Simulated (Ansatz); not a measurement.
# Al2H (sextet): wave-function methods side by side, cc-pVTZ

The task here is to estimate one member of a computed series from the others.

Computed with Ansatz 0.2.0, Gaussian basis. Level: cc-pVTZ, core rule «outside noble gas», up to 10 orbitals frozen.

To be run: UHF; CCSD(T) on ROHF; CCSD(T) on UHF; BCCD(T) on ROHF; CCSDT(Q) on ROHF; CCSDT(Q) on UHF.

27 further runs of the same task are left out: 6 for a known fault of the program, 7 that didn't finish, 14 set aside as unsound or not needed.

## The system

The geometry is a PBE0/def2-TZVP stationary point (not a proven minimum) of the parent state, kept for this charge and spin.

3 atoms, charge 0, spin multiplicity 6.

Atoms are counted from 1 here; the program's logs count them from 0.

Bond lengths: Al1–Al2 2.360 Å, Al1–H3 1.583 Å. Angles: Al2–Al1–H3 180.0°.

The first run:

Contents of in.yaml:

```yaml
crystal:
  periodic: [false, false, false]
  atoms:
    - {symbol: Al, position_ang: [0.000000, 0.000000, 0.259056]}
    - {symbol: Al, position_ang: [0.000000, 0.000000, -2.101360]}
    - {symbol: H, position_ang: [0.000000, 0.000000, 1.842303]}
basis:
  gaussian: {orbitals: cc-pVTZ}
magnetization: {spin_polarized: true, initial_magnetization: 5}
hamiltonian: {xc: hf}
output: {orbitals: {seedname: orbitals}}
```

Started as:

```console
$ ansatz run in.yaml --threads 1 --pin off --events-out ev --progress --plain --max-ram 2393MiB
```

Among the steps run: UHF; CCSD(T) on ROHF; CCSD(T) on UHF; BCCD(T) on ROHF; CCSDT(Q) on ROHF; CCSDT(Q) on UHF.

One of the session's tables, all rows but one given; the rest of the session is left out.

| method | from UCCSDT(Q) (meV) |
| --- | --- |
| ROHF | +2691.2 |
| UHF | +2669.8 |
| RMP2 | +841.5 |
| UMP2 | +838.2 |
| RCCSD | +182.7 |
| UCCSD | +179.3 |
| RCCSD(T) | +64.2 |
| UCCSD(T) | ? |
| BCCD(T) | +58.2 |
| RCCSDT | +11.3 |
| UCCSDT | +7.9 |
| RCCSDT(Q) | +4.9 |
| UCCSDT(Q) | 0 |

Estimate the missing values for UCCSD(T).

**Answer.** from UCCSDT(Q) (meV): +61.1. In the column «from UCCSDT(Q) (meV)» it lies between BCCD(T) (+58.2) and RCCSD(T) (+64.2).

To keep in mind: Restricted and unrestricted rows rest on different reference determinants; where their highest levels disagree by more than a few hundredths of an eV, they describe different states and don't form one ladder.
